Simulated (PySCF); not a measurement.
**Stretching BH⁺**

Set-up: basis B 3-21G, H 3-21G; no relativity; PySCF 2.14. Energies in eV from B⁺ + H in their ground configurations at the same level. State: ²Σ⁺ (doublet), unpaired electrons σ ↑.

All columns are B2PLYP. A positive dipole points towards H; it is taken about the centre of mass and depends on that origin.

| R (Å) | E (eV) | μ (D) | Mulliken charge on B (basis-dependent) | HOMO (eV) | LUMO (eV) | Mayer bond order | ⟨S²⟩ |
| --- | --- | --- | --- | --- | --- | --- | --- |
| 1.041 | -1.873 | 0.17 | 0.85 | -19.79 | -10.64 | 0.95 | 0.75 |
| 1.089 | -2.104 | 0.21 | 0.84 | -19.73 | -10.68 | 0.94 | 0.75 |
| 1.137 | -2.235 | 0.25 | 0.82 | -19.66 | -10.72 | 0.93 | 0.75 |
| 1.174 | -2.281 | 0.28 | 0.81 | -19.60 | -10.75 | 0.93 | 0.75 |
| 1.210 | -2.291 | 0.32 | 0.80 | -19.54 | -10.78 | 0.92 | 0.75 |
| 1.246 | -2.272 | 0.36 | 0.78 | -19.48 | -10.80 | 0.91 | 0.75 |
| 1.295 | -2.211 | 0.42 | 0.77 | -19.40 | -10.84 | 0.89 | 0.76 |
| 1.355 | -2.093 | 0.50 | 0.75 | -19.29 | -10.88 | 0.87 | 0.76 |
| 1.428 | -1.914 | 0.60 | 0.74 | -19.15 | -10.92 | 0.84 | 0.76 |
| 1.525 | -1.649 | 0.75 | 0.72 | -18.97 | -10.94 | 0.78 | 0.77 |

A fit through these points gives, at Re = 1.203 Å, μ = 0.31 D and dμ/dR = 1.05 D/Å; the reduced mass is 0.9233 u.

**Question.** How strong is the fundamental in the double-harmonic approximation, I = 42.26·(dμ/dR)²/μred km/mol?

**Answer.** I = 42.26·(1.05)²/0.9233 = 50.5 km/mol at B2PLYP.

Correlated steps freeze 1 core orbital. For an ion De counts to the pair picked by the measured ionisation energies or electron affinities, which need not be the lowest pair at this level. B2PLYP dipoles, levels and charges come from its SCF part alone. 3-21G is very small, so such numbers show the basis as much as the molecule. The state is the lowest determinant that a PBE0 search found; another state may lie lower at other levels.
